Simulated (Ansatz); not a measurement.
# CH4NSi (SMILES C=N[SiH2]) at 3 levels

Aim: a comparison of 3 runs (UHF/STO-3G, UHF/def2-SVP, UB3LYP/6-31G*) of CH4NSi. 

The results are computed with Ansatz 0.2.0.

4 further runs of the same task are left out: 4 set aside as unsound or not needed. Runs told in other sessions of the task aren't counted.

## 1. Starting point

The species is CH4NSi (7 atoms), meant as a doublet with charge 0. SMILES: `C=N[SiH2]`. The shape is that of a GFN2-xTB optimisation.

Bond lengths: C1–N2 1.298 Å, N2–Si3 1.642 Å, C1–H4 1.080 Å, C1–H5 1.083 Å, Si3–H6 1.458 Å, Si3–H7 1.446 Å. Angles: C1–N2–Si3 141.5°, N2–C1–H4 117.7°, N2–C1–H5 124.7°, N2–Si3–H6 133.0°, N2–Si3–H7 110.5°, H4–C1–H5 117.6°, H6–Si3–H7 116.5°.

## 2. Energy and gradient at UHF/STO-3G (run 1)

run.yaml

```yaml
crystal:
  periodic: [false, false, false]
  atoms:
    - {symbol: C, position_ang: [-1.243710, -0.210880, -0.669260]}
    - {symbol: N, position_ang: [-0.016440, -0.432190, -0.308170]}
    - {symbol: Si, position_ang: [1.178680, 0.190460, 0.630130]}
    - {symbol: H, position_ang: [-1.697610, -0.908750, -1.356980]}
    - {symbol: H, position_ang: [-1.844990, 0.624540, -0.331550]}
    - {symbol: H, position_ang: [1.258060, 1.367600, 1.486690]}
    - {symbol: H, position_ang: [2.366000, -0.630770, 0.549130]}
basis:
  gaussian: {orbitals: STO-3G}
magnetization: {spin_polarized: true, initial_magnetization: 1}
hamiltonian: {xc: hf}
accuracy: high
output: {forces: true, orbitals: {seedname: orbitals}}
```

The run is started by

```console
$ ansatz run run.yaml --threads 1 --pin off --max-ram 2610MiB --events-out events.jsonl --progress --plain --runs-dir runs
```

The program printed:

```text
Warning: RAYON_NUM_THREADS=1 ignored (pool sized by the plan → 1); use --threads N
Functional definition: HF
  name "HF"
  exchange = exact_x
  correlation = 0
422 factors; integrals over basis functions are off by at most 1.7e-8 eV
mean field evaluation 1: about -10309.3143 eV, gradient 1.5e1 eV
mean field evaluation 2: about -10309.3911 eV, gradient 1.5e1 eV
mean field evaluation 4: about -10311.7254 eV, gradient 3.4e0 eV
mean field evaluation 8: about -10312.2844 eV, gradient 2.0e-1 eV
mean field evaluation 16: about -10312.2810 eV, gradient 1.8e-8 eV
mean field -10312.28096036 eV, -378.9693353780 hartree, gradient 1.8e-8 eV, S^2 1.068371; 0 other end points of the search recorded, 0 dependent functions left out
the calculation of the forces begins
reference -10312.28096036 eV, -378.9693353780 hartree; 16, 15 occupied and 7, 8 virtual orbitals, 422 factors
Total energy: -10312.28096036 eV, -378.9693353780 hartree
Atom 0 at    -1.243710    -0.210880    -0.669260 Å, force    -0.789469     0.470137    -0.003595 eV/Å
Atom 1 at    -0.016440    -0.432190    -0.308170 Å, force     0.899333    -0.965845    -0.314266 eV/Å
Atom 2 at     1.178680     0.190460     0.630130 Å, force     1.873193     0.475313     1.132587 eV/Å
Atom 3 at    -1.697610    -0.908750    -1.356980 Å, force    -0.534071    -0.114452    -0.297523 eV/Å
Atom 4 at    -1.844990     0.624540    -0.331550 Å, force    -0.386330     0.284053     0.034883 eV/Å
Atom 5 at     1.258060     1.367600     1.486690 Å, force    -0.443054    -0.771636    -0.727813 eV/Å
Atom 6 at     2.366000    -0.630770     0.549130 Å, force    -0.619601     0.622431     0.175728 eV/Å
Dipole moment:    -0.001511     0.264763     0.185420 e Å
```

Wall time 0.36 s (1 thread of Arm Neoverse V2, shared host).

## 3. Energy and forces at UHF/def2-SVP (run 2)

input.yaml

```yaml
crystal:
  periodic: [false, false, false]
  atoms:
    - symbol: C
      position_ang: [-1.243710, -0.210880, -0.669260]
    - symbol: N
      position_ang: [-0.016440, -0.432190, -0.308170]
    - symbol: Si
      position_ang: [1.178680, 0.190460, 0.630130]
    - symbol: H
      position_ang: [-1.697610, -0.908750, -1.356980]
    - symbol: H
      position_ang: [-1.844990, 0.624540, -0.331550]
    - symbol: H
      position_ang: [1.258060, 1.367600, 1.486690]
    - symbol: H
      position_ang: [2.366000, -0.630770, 0.549130]
basis:
  gaussian: {orbitals: def2-SVP}
magnetization: {spin_polarized: true, initial_magnetization: 1}
hamiltonian: {xc: hf}
accuracy: high
output: {forces: true, orbitals: {seedname: orbitals}}
```

The run is started by

```console
$ ansatz run input.yaml --threads 1 --pin off --max-ram 2610MiB --events-out events.jsonl --progress --plain --runs-dir runs
```

The program printed, cut to the lines that bear on the results:

```text
Warning: RAYON_NUM_THREADS=1 ignored (pool sized by the plan → 1); use --threads N
[... 2 set-up lines as earlier in the session ...]
[...]
1444 factors; integrals over basis functions are off by at most 3.7e-9 eV
[...]
mean field -10431.31638828 eV, -383.3438066690 hartree, gradient 3.0e-8 eV, S^2 0.961633; 1 other end points of the search recorded, 0 dependent functions left out
[...]
reference -10431.31638828 eV, -383.3438066690 hartree; 16, 15 occupied and 50, 51 virtual orbitals, 1444 factors
Total energy: -10431.31638828 eV, -383.3438066690 hartree
Atom 0 at    -1.243710    -0.210880    -0.669260 Å, force     0.874448    -0.374893     0.100232 eV/Å
Atom 1 at    -0.016440    -0.432190    -0.308170 Å, force    -1.552974     0.242115    -0.493746 eV/Å
Atom 2 at     1.178680     0.190460     0.630130 Å, force     0.948754    -0.224765     0.252806 eV/Å
Atom 3 at    -1.697610    -0.908750    -1.356980 Å, force    -0.316752    -0.092385    -0.190381 eV/Å
Atom 4 at    -1.844990     0.624540    -0.331550 Å, force    -0.095522     0.226765     0.118440 eV/Å
Atom 5 at     1.258060     1.367600     1.486690 Å, force    -0.327191     0.281235     0.058952 eV/Å
Atom 6 at     2.366000    -0.630770     0.549130 Å, force     0.469236    -0.058071     0.153698 eV/Å
Dipole moment:    -0.188591     0.231984     0.082567 e Å
```

It took 2.5 s on 1 thread of Arm Neoverse V2, shared host.

## 4. Energy and gradient at UB3LYP/6-31G(d) (spherical functions) (run 3)

molecule.yaml

```yaml
crystal:
  periodic: [false, false, false]
  atoms:
    - {symbol: C, position_ang: [-1.243710, -0.210880, -0.669260]}
    - {symbol: N, position_ang: [-0.016440, -0.432190, -0.308170]}
    - {symbol: Si, position_ang: [1.178680, 0.190460, 0.630130]}
    - {symbol: H, position_ang: [-1.697610, -0.908750, -1.356980]}
    - {symbol: H, position_ang: [-1.844990, 0.624540, -0.331550]}
    - {symbol: H, position_ang: [1.258060, 1.367600, 1.486690]}
    - {symbol: H, position_ang: [2.366000, -0.630770, 0.549130]}
basis:
  gaussian: {orbitals: 6-31G_st_-spherical.json}
magnetization: {spin_polarized: true, initial_magnetization: 1}
hamiltonian: {xc: {name: B3LYP}}
accuracy: high
output: {forces: true, orbitals: {seedname: orbitals}}
```

The basis set 6-31G* is read from a file made from the Basis Set Exchange's data (not shown).

The run is started by

```console
$ ansatz run molecule.yaml --threads 1 --pin off --max-ram 2610MiB --events-out events.jsonl --progress --plain --runs-dir runs
```

The program printed, cut to the lines that bear on the results:

```text
Warning: RAYON_NUM_THREADS=1 ignored (pool sized by the plan → 1); use --threads N
Functional definition: B3LYP
  name "B3LYP"
[...]
1210 factors; integrals over basis functions are off by at most 3.3e-9 eV
[...]
mean field -10467.52284153 eV, -384.6743692845 hartree, gradient 8.1e-8 eV, S^2 0.770208; 0 other end points of the search recorded, 0 dependent functions left out
[...]
reference -10467.52287689 eV, -384.6743705838 hartree; 16, 15 occupied and 38, 39 virtual orbitals, 1210 factors
Total energy: -10467.52287689 eV, -384.6743705838 hartree
Atom 0 at    -1.243710    -0.210880    -0.669260 Å, force     0.954609    -0.258657     0.217021 eV/Å
Atom 1 at    -0.016440    -0.432190    -0.308170 Å, force    -1.328352     0.019065    -0.554403 eV/Å
Atom 2 at     1.178680     0.190460     0.630130 Å, force     0.594282    -0.213927     0.107807 eV/Å
Atom 3 at    -1.697610    -0.908750    -1.356980 Å, force    -0.348817    -0.216622    -0.293952 eV/Å
Atom 4 at    -1.844990     0.624540    -0.331550 Å, force    -0.254564     0.339098     0.132397 eV/Å
Atom 5 at     1.258060     1.367600     1.486690 Å, force    -0.182978     0.503409     0.275344 eV/Å
Atom 6 at     2.366000    -0.630770     0.549130 Å, force     0.565820    -0.172366     0.115786 eV/Å
Dipole moment:    -0.134591     0.214779     0.093448 e Å
```

Wall time 8.1 s (1 thread of Arm Neoverse V2, shared host).

## 5. The series

```tsv
run	level	energy (Eh)	dipole moment (D)	HOMO energy (eV)	LUMO energy (eV)	wall time
1	UHF/STO-3G	-378.969335	1.55	-5.57	7.13	0.36 s
2	UHF/def2-SVP	-383.343807	1.49	-7.42	2.14	2.5 s
3	UB3LYP/6-31G* (spherical functions)	-384.674371	1.30	-4.89	-2.29	8.1 s
```

## 6. What came out

| quantity | value |
| --- | --- |
| run 3: total energy | -384.67437 Eh |
| run 3: dipole moment | 1.30 D |
| run 3: HOMO energy (highest over α and β) | -4.89 eV |
| run 3: LUMO energy (lowest over α and β) | -2.29 eV |
| run 3: ⟨S²⟩ | 0.770 |
| run 3: largest force on an atom | 1.440 eV/Å |

What this shows: The dipole moment (its size) runs from 1.30 D (UB3LYP/6-31G*) to 1.55 D (UHF/STO-3G). The two ends differ in method and basis. In run 1 the basis is minimal, so the values are rough. Spin contamination of the reference: run 1 ⟨S²⟩ = 1.07, run 2 ⟨S²⟩ = 0.96. All runs together took 11 s, the longest 8.1 s.
